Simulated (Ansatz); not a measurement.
**BH3S2: basis-set convergence**

How large a basis does BH3S2 need? Two functionals are run in growing sets.

The runs use Ansatz 0.2.0, Gaussian basis; one geometry, several basis sets.

The runs, in order: PBE0-D4/def2-SVP; ωB97M-V/def2-SVP; PBE0-D4/def2-QZVPP; ωB97M-V/def2-QZVPP; the functionals' def2-TZVPP values are taken from earlier runs.

## (1) The relaxed structure

All runs share one geometry, relaxed beforehand with PBE0-D4 in a triple-zeta def2 set.

SMILES `SBS`, 6 atoms, charge 0, spin multiplicity 1.

Atoms are counted from 1 here; the program's logs count them from 0.

Bond lengths: S1–B2 1.783 Å, S1–H4 1.346 Å, B2–S3 1.787 Å, B2–H5 1.190 Å, S3–H6 1.342 Å. Angles: B2–S1–H4 98.9°, S1–B2–S3 122.5°, S1–B2–H5 116.2°, S3–B2–H5 121.4°, B2–S3–H6 97.3°.

## (2) PBE0-D4 in def2-SVP

The input, in.yaml:

```yaml
crystal:
  periodic: [false, false, false]
  atoms:
    - {symbol: S, position_ang: [-0.819914, -0.605214, -1.516528]}
    - {symbol: B, position_ang: [0.091405, -0.453570, 0.008920]}
    - {symbol: S, position_ang: [0.333131, 1.114756, 0.829810]}
    - {symbol: H, position_ang: [-1.145615, 0.688114, -1.694575]}
    - {symbol: H, position_ang: [0.535531, -1.462239, 0.457518]}
    - {symbol: H, position_ang: [1.047563, 0.654053, 1.868754]}
basis:
  gaussian: {orbitals: def2-SVP}
hamiltonian: {xc: pbe0, dispersion: d4}
output: {orbitals: {seedname: orbitals}}
```

Further steps of the session: ωB97M-V in def2-SVP; PBE0-D4 in def2-QZVPP; ωB97M-V in def2-QZVPP.

Before running them: what should the planned runs give, taken together? Wanted: PBE0-D4: double and triple zeta above quadruple; ωB97M-V: double and triple zeta above quadruple.

As calculated:

```
                                       quantity          value
PBE0-D4: double and triple zeta above quadruple  8.93, 0.70 eV
ωB97M-V: double and triple zeta above quadruple  8.90, 0.66 eV
```

For PBE0-D4 the step from double to triple zeta gains 8.23 eV and the next only 0.70 eV. These are total energies; as a rule much of such shifts cancels in differences, which this series doesn't test.
